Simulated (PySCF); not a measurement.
# C3H5OP: the cost of one run

The runs use PySCF 2.14.0, with density-fitted response routines of our own; the level of theory stands in each step. All values are computed, except where a source is named. Atoms are numbered from 0 throughout.

## (1) Starting geometry

10 atoms, charge 0, multiplicity 1; geometry from: GFN2-xTB.

Bonds of the start (Å): C0–P1 1.82, P1–O2 1.47, P1–C3 1.80, C3–C4 1.34, C4–P1 1.80, C0–H5 1.09, C0–H6 1.08, C0–H7 1.09, C3–H8 1.07, C4–H9 1.07.

## (2) TDDFT and polarisability: CAM-B3LYP/def2-SVPD

The job: settings as JSON, then the geometry in Å.

```
{"job": {"kind": "uv", "xc": "CAM-B3LYP", "basis": "def2-SVPD", "nstates": 8, "ntriplets": 3}, "charge": 0, "multiplicity": 1}
C      1.508005     0.208028    -0.172499
P     -0.043893    -0.248692     0.665965
O      0.085108    -0.736721     2.042539
C     -1.369753    -0.680486    -0.466305
C     -1.489939     0.575778    -0.008361
H      1.989801     0.981747     0.422952
H      1.312388     0.559789    -1.178312
H      2.149462    -0.671498    -0.185412
H     -1.935214    -1.361477    -1.070076
H     -2.197081     1.378187    -0.073018
```

With the program's defaults for keys left out, this is: TDDFT CAM-B3LYP/def2-SVPD, vertical, gas phase, core orbitals frozen in the response.

On the command line:

```
OMP_NUM_THREADS=1 python probes_run.py task.json out
```

The driver reads the jobs from task.json and runs them one after another.

**Question.** How long does this first job take on 1 thread of Arm Neoverse V1, shared host, and how much memory does it need?

About 18 s, with a peak of 0.62 GiB.
